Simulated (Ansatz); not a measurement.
An Ansatz input:

```yaml
crystal:
  lattice:
    - [3.7980660232, 0.0, 0.0]
    - [-1.8990330116, 3.2892216613, 0.0]
    - [0.0, 0.0, 12.313257515]
  atoms:
    - { symbol: Pr, position: [1.0, 0.0, 1.0], spin: 2.452 }
    - { symbol: Pr, position: [1.0, 0.0, 0.5], spin: 2.452 }
    - { symbol: Pr, position: [0.3333333333, 0.6666666667, 0.75], spin: 2.445 }
    - { symbol: Pr, position: [0.6666666667, 0.3333333333, 0.25], spin: 2.445 }
hamiltonian:
  xc: blyp
  pseudopotentials:
    kind: paw
    azcp:
      Pr: "pseudopotentials/Pr.paw.azcp"
basis:
  ecutwfc: 420
  fft_grid_basis: typed
kpoints:
  mp_grid: { grid: [13, 13, 4], shift: [0, 0, 0] }
magnetization:
  spin_polarized: true
scf:
  occupations: { method: fermi_dirac, width: 0.05 }
output:
  stress: true
```

Terminal output

```
band count auto-derived: 59 (N_el = 52.0; filled up to band 26; 38 by the electrons, moments and atoms)
Engine: ansatz 0.2.0, x86_64-unknown-linux-gnu
Pseudopotentials: kind: paw
Pseudopotential: Pr, paw, valence charge 13, recommended cutoff 420 eV (normal) 
Functional definition: BLYP
  parameter beta = 0.0042
  parameter a = 0.04918
  parameter b = 0.132
  parameter c = 0.2533
  parameter d = 0.349
  exchange = b88_x(beta = beta)
  correlation = lyp_c(a = a, b = b, c = c, d = d)
Crystal: 4 atoms, lattice volume = 153.826 Å³
Basis set: ecut = 420 eV, 3029 PW (Γ), exchange–correlation on 54×54×180 points (8 copies of the dense FFT grid, shifted against one another)
Bands: 59, of which v1, the nominal top of the filled ones, is band 26 counted from 1 (25 counted from 0)
Symmetry: 24 space group operations
Space group: P63/mmc (ITA 194), of the structure as read, at distance tolerance 5.4e-5 Å
Magnetic group: BNS 194.263 (UNI 1493), of the structure as read, at distance tolerance 5.4e-5 Å
k-points: 63 of 676
Non-local potential: Pr, projectors of the file, l = 0: 3, l = 1: 2, l = 2: 2, l = 3: 3
PAW form: soft (Blöchl's): semilocal exchange-correlation on the pseudo side does not see the compensation charge
PAW frozen core: Pr, regenerated for the run's functional, and the local potential with it (the file was generated under x = pbe(κ = 0.804, μ = 0.2195149727645171), c = pbe(β = 0.06672455060314922))
PAW one-centre angular grid: Pr, 590 points (default); XC on 64 Gauss nodes
Initial density: superposition of atomic densities (chi_scale 0.1, normalization cell)
Starting moments: Σ|m| = 9.794 μB on 4 of 4 sites
Initial wavefunctions: pseudopotential atomic-orbital guess
Functional: x = b88, c = lyp
iter 1 solved again at ethr=1.17e-4 eV; its pass at ethr=3.10e-3 eV (dr2=6.09e-2 eV) is discarded
SCF iter   1: F=—  HF=-27813.436076 eV  |F-HF|=—  |Δ(HF+E_count)|=         —  Δρ=3.33e-2 (↑3.14e-2 ↓3.33e-2)  dr2=6.26e-2  dr2_m=1.46e0  M=9.732 μB ∫|m|=9.732 μB  β_m=0.30  ethr=1.17e-4  ⟨swp⟩=1.5  Hψ=32230  notcnv=0
...
SCF iter   5: F=—  HF=-27816.325625 eV  |F-HF|=—  |Δ(HF+E_count)|=   9.14e-6  Δρ=2.08e-4 (↑2.08e-4 ↓1.40e-5)  dr2=1.06e-4  dr2_m=1.49e-5  M=10.672 μB ∫|m|=10.672 μB  ethr=1.92e-6  ⟨swp⟩=1.0  Hψ=35883  notcnv=0
SCF iter   6: F=—  HF=-27816.325628 eV  |F-HF|=—  |Δ(HF+E_count)|=   2.95e-6  Δρ=2.24e-5 (↑2.24e-5 ↓1.99e-6)  dr2=9.34e-7  dr2_m=1.68e-7  M=10.674 μB ∫|m|=10.674 μB  ethr=3.21e-7  ⟨swp⟩=1.0  Hψ=35868  notcnv=0
SCF iter   7: F=-27816.325628 eV  HF=-27816.325629 eV  |F-HF|=1.33e-8  |Δ(HF+E_count)|=   2.02e-7  Δρ=2.44e-6 (↑2.44e-6 ↓4.55e-7)  dr2=1.34e-8  dr2_m=1.87e-9  M=10.673 μB ∫|m|=10.674 μB  ethr=1.92e-10  ⟨swp⟩=1.6  Hψ=38537  notcnv=0
SCF iter   8: F=-27816.325628 eV  HF=-27816.325629 eV  |F-HF|=1.34e-8  |Δ(HF+E_count)|=  2.18e-10  Δρ=2.43e-6 (↑2.43e-6 ↓4.59e-7)  dr2=1.35e-8  dr2_m=1.89e-9  M=10.673 μB ∫|m|=10.674 μB  ethr=2.57e-11  ⟨swp⟩=1.0  Hψ=46370  notcnv=0
SCF 2 converged in 8 iterations: F = -27816.325628 eV  dr2 = 1.35e-8
iter 1 solved again at ethr=2.61e-11 eV; its pass at ethr=3.10e-3 eV (dr2=1.36e-8 eV) is discarded
SCF iter   1: F=—  HF=-27816.325629 eV  |F-HF|=—  |Δ(HF+E_count)|=         —  Δρ=2.43e-6 (↑2.43e-6 ↓4.61e-7)  dr2=1.35e-8  dr2_m=1.89e-9  M=10.673 μB ∫|m|=10.674 μB  β_m=0.30  ethr=2.61e-11  ⟨swp⟩=3.1  Hψ=66006  notcnv=0
spin=Collinear: Kerker preconditioning applied to the charge; magnetization (m = ρ↑ − ρ↓) channel mixes plain (no charge-response kernel on spin).
SCF iter   2: F=—  HF=-27816.325629 eV  |F-HF|=—  |Δ(HF+E_count)|=   1.79e-8  Δρ=2.61e-5 (↑2.61e-5 ↓3.16e-7)  dr2=1.66e-6  dr2_m=2.40e-7  M=10.673 μB ∫|m|=10.674 μB  β_m=0.16  ethr=2.61e-11  ⟨swp⟩=5.4  Hψ=42511  notcnv=0  recentre
SCF iter   3: F=-27816.325629 eV  HF=-27816.325629 eV  |F-HF|=2.86e-9  |Δ(HF+E_count)|=   1.79e-8  Δρ=1.39e-6 (↑1.39e-6 ↓3.87e-7)  dr2=3.81e-9  dr2_m=9.23e-10  M=10.673 μB ∫|m|=10.674 μB  ethr=2.61e-11  ⟨swp⟩=1.9  Hψ=40318  notcnv=0
SCF 3 converged in 3 iterations: F = -27816.325629 eV  dr2 = 3.81e-9
Symmetry: 4 space group operations
k-points: 189 of 676
iter 1 solved again at ethr=7.34e-12 eV; its pass at ethr=1.92e-6 eV (dr2=3.82e-9 eV) is discarded
SCF iter   1: F=—  HF=-27816.325629 eV  |F-HF|=—  |Δ(HF+E_count)|=         —  Δρ=1.39e-6 (↑1.39e-6 ↓3.86e-7)  dr2=3.81e-9  dr2_m=9.22e-10  M=10.673 μB ∫|m|=10.674 μB  ethr=7.34e-12  ⟨swp⟩=1.0  Hψ=102758  notcnv=0
spin=Collinear: Kerker preconditioning applied to the charge; magnetization (m = ρ↑ − ρ↓) channel mixes plain (no charge-response kernel on spin).
SCF iter   2: F=—  HF=-27816.325629 eV  |F-HF|=—  |Δ(HF+E_count)|=   2.83e-7  Δρ=1.01e-4 (↑1.01e-4 ↓1.40e-6)  dr2=2.63e-5  dr2_m=3.51e-6  M=10.673 μB ∫|m|=10.674 μB  β_m=0.30  ethr=7.33e-12  ⟨swp⟩=6.7  Hψ=55515  notcnv=0
SCF iter   3: F=—  HF=-27816.325656 eV  |F-HF|=—  |Δ(HF+E_count)|=   2.75e-5  Δρ=1.02e-3 (↑1.02e-3 ↓5.31e-6)  dr2=2.54e-3  dr2_m=3.66e-4  M=10.672 μB ∫|m|=10.673 μB  β_m=0.16  ethr=7.33e-12  ⟨swp⟩=4.0  Hψ=51023  notcnv=0  recentre
SCF iter   4: F=-27816.325628 eV  HF=-27816.325629 eV  |F-HF|=1.58e-8  |Δ(HF+E_count)|=   2.77e-5  Δρ=2.29e-6 (↑2.29e-6 ↓8.37e-7)  dr2=1.78e-8  dr2_m=2.27e-9  M=10.673 μB ∫|m|=10.674 μB  ethr=7.33e-12  ⟨swp⟩=1.0  Hψ=67736  notcnv=0
SCF 4 converged in 4 iterations: F = -27816.325628 eV  dr2 = 1.78e-8
k-points: 147 of 676 (time reversal used)
iter 1 solved again at ethr=7.34e-12 eV; its pass at ethr=1.92e-6 eV (dr2=3.82e-9 eV) is discarded
SCF iter   1: F=—  HF=-27816.325629 eV  |F-HF|=—  |Δ(HF+E_count)|=         —  Δρ=1.39e-6 (↑1.39e-6 ↓3.86e-7)  dr2=3.81e-9  dr2_m=9.22e-10  M=10.673 μB ∫|m|=10.674 μB  ethr=7.34e-12  ⟨swp⟩=1.0  Hψ=79882  notcnv=0
spin=Collinear: Kerker preconditioning applied to the charge; magnetization (m = ρ↑ − ρ↓) channel mixes plain (no charge-response kernel on spin).
SCF iter   2: F=—  HF=-27816.332575 eV  |F-HF|=—  |Δ(HF+E_count)|=   6.95e-3  Δρ=1.67e-3 (↑1.67e-3 ↓2.07e-4)  dr2=5.03e-3  dr2_m=9.64e-4  M=10.634 μB ∫|m|=10.634 μB  ethr=1.92e-6  ⟨swp⟩=1.0  Hψ=66379  notcnv=0
SCF iter   3: F=—  HF=-27816.413255 eV  |F-HF|=—  |Δ(HF+E_count)|=   8.07e-2  Δρ=3.68e-3 (↑3.68e-3 ↓3.69e-4)  dr2=3.35e-2  dr2_m=4.80e-3  M=10.645 μB ∫|m|=10.645 μB  ethr=1.92e-6  ⟨swp⟩=1.1  Hψ=59387  notcnv=0
SCF iter   4: F=—  HF=-27816.415993 eV  |F-HF|=—  |Δ(HF+E_count)|=   2.74e-3  Δρ=7.68e-4 (↑7.68e-4 ↓8.89e-5)  dr2=1.54e-3  dr2_m=2.19e-4  M=10.619 μB ∫|m|=10.619 μB  ethr=1.92e-6  ⟨swp⟩=1.0  Hψ=50348  notcnv=0
```

The run was cut off at its time limit.

With an open f shell the SCF can settle in more than one state.
